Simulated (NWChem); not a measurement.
Total energies of formaldehyde (CH₂O)

```
C
O 1 1.1961
H 1 1.1199 2 122.51
H 1 1.1199 3 114.98 2 180.00
```
Charge 0, spin multiplicity 1.

The numbers come from NWChem runs, not from measurements. Structure: optimised with PBE0/def2-SVP, a minimum by its harmonic frequencies.

Basis set: def2-SVP (38 functions).

```
method     total energy (Ha)
---------  -----------------
RHF               -113.77868
MP2               -114.09454
B2PLYP            -114.30578
PBE               -114.28299
B3LYP             -114.41547
CAM-B3LYP         -114.36453
CCSD(T)           -114.11998
```

Total energies of different functionals aren't comparable as a measure of quality: only differences taken within one method are. 

The correlated methods keep 2 core orbitals frozen. B3LYP has NWChem's definition, with VWN1-RPA local correlation. Coupled-cluster values serve here as a point of comparison, not as the truth.
